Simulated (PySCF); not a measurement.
PySCF job for H2Si, SMILES [SiH2] (connectivity only; charge and spin as stated), charge +1, multiplicity 2, C-PCM-M06-2X/def2-TZVPD. Geometry optimised at PBE-D3(BJ)/def2-TZVPD. The isomer is the one that the SMILES or the coordinates give; other isomers of the formula were not compared.

```python
import numpy as np
from pyscf import gto, scf, dft
from pyscf.solvent import pcm

mol = gto.M(
    atom='''
    Si    0.00000000    0.00000000   -0.09465775
    H     0.00000000   -1.30065687    0.66260423
    H     0.00000000    1.30065686    0.66260423
    ''',
    basis='def2-TZVPD',
    charge=1,
    spin=1,
    max_memory=1600,
    verbose=3,
)
mf = dft.UKS(mol, xc='m06-2x').density_fit(auxbasis='def2-universal-jkfit')
mf.grids.level = 4
mf.conv_tol = 1e-9
mf.max_cycle = 100
mf.kernel()
fine, coarse = mf.grids, dft.Grids(mol).set(level=1).build(with_non0tab=True)
for _ in range(3):  # follow internal instabilities
    mf.grids = coarse
    mo, _, stable, _ = mf.stability(return_status=True, nroots=4)
    mf.grids = fine
    if stable:
        break
    mf.kernel(mf.make_rdm1(mo, mf.mo_occ))
res = {}
for name, eps in {'water': 78.355, 'acetone': 20.493, 'N,N-dimethylformamide': 37.219}.items():
    s = mf.PCM()
    s.with_solvent.method, s.with_solvent.eps, s.with_solvent.lebedev_order = 'C-PCM', eps, 29
    s.kernel(mf.make_rdm1())
    res[name] = (s.e_tot, eps, s.dip_moment(), s.mo_energy, s.converged)
    print(f'{name}: electrostatic solvation free energy {(s.e_tot - mf.e_tot) * 627.509474:.3f} kcal/mol')
```

Output:

```

WARN: HOMO -0.195342659170269 >= LUMO -0.195342659170265

converged SCF energy = -290.261946882458  <S^2> = 0.751742  2S+1 = 2.0017412
<class 'pyscf.df.df_jk.DFUKS'> wavefunction is stable in the internal stability analysis

WARN: PCM is an experimental feature. It is still in testing.
Features and APIs may be changed in the future.

converged SCF energy = -290.366715603528  <S^2> = 0.75176636  2S+1 = 2.0017656

WARN: System has nonzero charge 1; the dipole moment is origin-dependent.
Location of origin: [0. 0. 0.]

Dipole moment(X, Y, Z, Debye): -0.00000, -0.00000, -0.07026
water: electrostatic solvation free energy -65.743 kcal/mol

WARN: PCM is an experimental feature. It is still in testing.
Features and APIs may be changed in the future.

converged SCF energy = -290.362888149107  <S^2> = 0.75176539  2S+1 = 2.0017646

WARN: System has nonzero charge 1; the dipole moment is origin-dependent.
Location of origin: [0. 0. 0.]

Dipole moment(X, Y, Z, Debye): -0.00000, -0.00000, -0.07203
acetone: electrostatic solvation free energy -63.342 kcal/mol

WARN: PCM is an experimental feature. It is still in testing.
Features and APIs may be changed in the future.

converged SCF energy = -290.365217337234  <S^2> = 0.75176594  2S+1 = 2.0017652

WARN: System has nonzero charge 1; the dipole moment is origin-dependent.
Location of origin: [0. 0. 0.]

Dipole moment(X, Y, Z, Debye): -0.00000, -0.00000, -0.07095
N,N-dimethylformamide: electrostatic solvation free energy -64.803 kcal/mol
```

The calculation finished and met its thresholds.

Cost: roughly 25 core-seconds.
